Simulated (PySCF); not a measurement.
ethylene (C2H4), SMILES C=C. Atoms are numbered in the order given.

```xyz
6

C      0.0000     0.0000    -0.6623
C      0.0000     0.0000     0.6623
H      0.0000    -0.9214    -1.2320
H      0.0000     0.9214    -1.2320
H      0.0000     0.9214     1.2320
H      0.0000    -0.9214     1.2320
```
Charge 0, spin multiplicity 1.

Coordinates come from a B3LYP-D3(BJ)/def2-TZVP optimisation.

Two levels are set side by side: PBE/pcSseg-2 (PySCF) and B3LYP/pcSseg-2 (PySCF). GIAO shifts against TMS (¹H), TMS (¹³C) at the same level; non-relativistic, no solvent, atoms listed together averaged. Differences are taken from unrounded values.

```
quantity                       B3LYP    PBE  PBE minus B3LYP
-----------------------------  -----  -----  ---------------
δ(¹³C) of C1, C2 (ppm)         134.0  133.6             -0.4
δ(¹H) of H3, H4, H5, H6 (ppm)   5.76   5.83             0.07
```

Here PBE gives about what the other level gives.

Rough cost on one machine, each run with all the roots and properties that it gave: B3LYP against PBE within a factor of 2.
